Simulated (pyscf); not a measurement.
Four-centre exchange: H₂B–NH–SiH₃ + hydrogen chloride (HCl) → H₃Si–Cl + H₂B–NH₂

Gas phase, singlet surface, charge 0. Bonds broken: Si1–N2, Cl10–H11. Bonds formed: Si1–Cl10, N2–H11. Optimised with ωB97X-D3(BJ)/def2-SVP in PySCF. Correlated levels are frozen-core, on RHF or UHF. ΔMP2 is the change of the MP2 total energy from the triple- to the quadruple-zeta basis.

Transition state (Å):

```xyz
11

Si     0.4013    -0.4022     0.3845
N     -1.4860    -0.2593     0.7393
B     -1.9192     1.1298     0.9345
H      0.9867     0.7813    -0.2736
H      0.7660    -1.7933     0.0531
H      0.7949    -0.2532     1.8345
H     -1.7710    -0.9182     1.4665
H     -2.4171     1.4479     1.9824
H     -1.7311     1.8903     0.0265
Cl    -0.8726    -0.6053    -1.9326
H     -1.7007    -0.5702    -0.2888
```

One imaginary mode, 224i cm⁻¹; descent along it reached the two sides named.

| bond | change | reactant side (Å) | saddle | product side |
|---|---|---|---|---|
| Si1–N2 | breaks | 1.775 | 1.926 | 3.4 |
| Cl10–H11 | breaks | 1.290 | 1.841 | 2.598 |
| Si1–Cl10 | forms | 3.7 | 2.7 | 2.078 |
| N2–H11 | forms | 2.170 | 1.095 | 1.014 |

Electronic energies relative to the separated reactants (eV):

```csv
level,barrier,reaction energy,reverse barrier
ωB97X-D3(BJ)/def2-TZVP,0.82,-0.63,1.45
PBE/def2-TZVP,0.84,-0.66,1.50
r²SCAN/def2-TZVP,0.83,-0.64,1.46
B3LYP-D3(BJ)/def2-TZVP,0.88,-0.60,1.48
PBE0-D3(BJ)/def2-TZVP,0.78,-0.63,1.41
M06-2X/def2-TZVP,0.87,-0.58,1.44
ωB97M-D3(BJ)/def2-TZVP,0.90,-0.60,1.50
HF/def2-TZVP,1.34,-0.62,1.96
MP2/def2-QZVPP,0.90,-0.57,1.47
CCSD/def2-TZVPP,1.09,-0.53,1.63
CCSD(T)/def2-TZVPP,1.03,-0.53,1.56
CCSD(T)/def2-TZVPP + ΔMP2(QZVPP),0.98,-0.55,1.53
```

With CCSD(T)/def2-TZVPP + ΔMP2(QZVPP) energies and thermal terms (ideal gas, 1 atm, RRHO with modes under 100 cm⁻¹ raised to 100, one conformer, R ln 2 for chiral ones without a mode under 150 cm⁻¹), in eV:

```csv
T (K),ΔH‡,ΔG‡,ΔH,ΔG
298,1.05,1.51,-0.46,-0.47
600,1.03,1.99,-0.49,-0.46
900,1.03,2.48,-0.52,-0.44
1200,1.04,2.96,-0.54,-0.42
```

The same reactants have a lower exit, to H₂N–SiH₃ + H₂B–Cl (barrier +0.64 eV at ωB97M-D3(BJ)/def2-TZVP, against +0.90 eV here). One saddle was located; it need not be the lowest between these sides. The CCSD(T) − MP2 part came from Ansatz, without density fitting, on the same reference.
